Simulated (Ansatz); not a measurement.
A made-up structure of SiH3SO (charge -1), singlet:

```
atom    x (Å)    y (Å)    z (Å)
  O1   0.4544  -2.0872   1.2152
  S2   1.2513  -0.9570   0.4741
 Si3  -0.1490   0.4486  -0.2571
  H4  -1.1676  -0.0715  -1.2404
  H5   0.6177   1.5302  -0.9667
  H6   2.4075  -1.6706   0.5341
```

It is relaxed with PBE-D4/def2-SVPD and then PBE0-D4/def2-TZVPD (Ansatz 0.2.0). Atoms count as bonded within 1.22 times the sum of their covalent radii (H–H: 0.88 Å). The end point is not checked to be a true minimum.

(1) Does its bonding change? (Judge from chemistry; the calculation decides.)

Results:

(1) The calculation gives: No: no bond forms or breaks.

Where it ends: The first stage lowers the energy by 1.76 eV in 13 steps. It ends as SiH₃SO ([O][SH][SiH2]), total charge -1:
```
6
angstrom
O 0.5557 -2.0425 1.5639
S 1.1857 -0.8640 0.8371
Si -0.3666 0.4990 -0.1673
H -0.5013 -0.3369 -1.4504
H 0.8443 1.2980 -0.6879
H 1.6965 -1.3611 -0.3362
```

Labels in which every atom is bracketed show which atoms are joined, not bond orders.

For scale, one of the runs: PBE0-D4/def2-TZVPD relaxation, 156 basis functions, launched by `ansatz run in.yaml --threads 2 --pin off --events-out ev --progress --plain --max-ram 4352MiB`. The run took about 58 s on 2 CPU threads of an Intel Xeon Platinum 8175M (shared host).
